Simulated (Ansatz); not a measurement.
**Worked example: the barrier**

An elementary step of AlH3, closed shell (AlH + H₂ → AlH + H₂; bonds formed: Al1–H4, H2–H3; bonds broken: Al1–H2, H3–H4). “Start” is the structure reached by relaxing down from the saddle towards the reactants; PBE0-D4/def2-TZVP structures. The saddle:

```
4
angstrom
Al -1.0537 0.2336 -0.4954
H 0.6802 -0.1124 -0.8072
H 0.5413 -0.1200 0.2545
H -0.1678 -0.0012 1.0483
```

Computed with Ansatz 0.2.0 (basis: def2-TZVPP and def2-QZVPP); correlated methods freeze the cores.

Energies in eV:

| quantity | saddle | start |
| --- | --- | --- |
| Hartree–Fock, triple zeta (X = 3) | -6627.35302 | -6628.32509 |
| Hartree–Fock, quadruple zeta (X = 4) | -6627.54795 | -6628.52002 |
| MP2 correlation, X = 3 | -3.03616 | -2.65977 |
| MP2 correlation, X = 4 | -3.20924 | -2.82621 |
| CCSD(T) correlation, X = 3 | -3.82198 | -3.45753 |

**Question.** Work out the barrier at the basis limit: extrapolate Hartree–Fock as E(X) = E∞ + A exp(−7.88 √X) and the MP2 correlation as E(X) = E∞ + B X^−2.97 (the exponents that Neese and Valeev fitted for def2-TZVPP and QZVPP), then add CCSD(T) − MP2 in triple zeta.

**Answer.** Each step is linear, so take the differences first (saddle − start): Hartree–Fock 0.97207 (X = 3) and 0.97207 (X = 4); MP2 correlation -0.37639 and -0.38303; CCSD(T) correlation -0.36445.
Two points give E∞ = E(4) + w [E(4) − E(3)], with w = 1/(exp(7.88 (2 − √3)) − 1) = 0.1377 for Hartree–Fock and w = 1/((4/3)^2.97 − 1) = 0.7407 for the correlation.
Hartree–Fock: 0.97207 + 0.1377 × 0.00000 = 0.9721 eV.
MP2 correlation: -0.38303 + 0.7407 × (-0.00664) = -0.3879 eV.
CCSD(T) − MP2: -0.36445 − (-0.37639) = 0.0119 eV.
Sum: 0.9721 + (-0.3879) + 0.0119 = 0.5961 eV, or 13.75 kcal/mol. Plain CCSD(T) in triple zeta gives 0.6076 eV, so the larger basis shifts the result by -0.0115 eV.

No T1 diagnostic of these runs exceeds 0.016. The restricted Hartree–Fock reference is unstable towards an unrestricted one at one or more of these structures.

For scale, one of the runs: CCSD(T)/def2-TZVPP, 84 basis functions, launched by `ansatz run in.yaml --threads 2 --pin off --events-out ev --progress --plain --max-ram 4352MiB`. Hardware: 2 CPU threads of an Arm Neoverse V2, shared host. Wall time about 0.6 s.
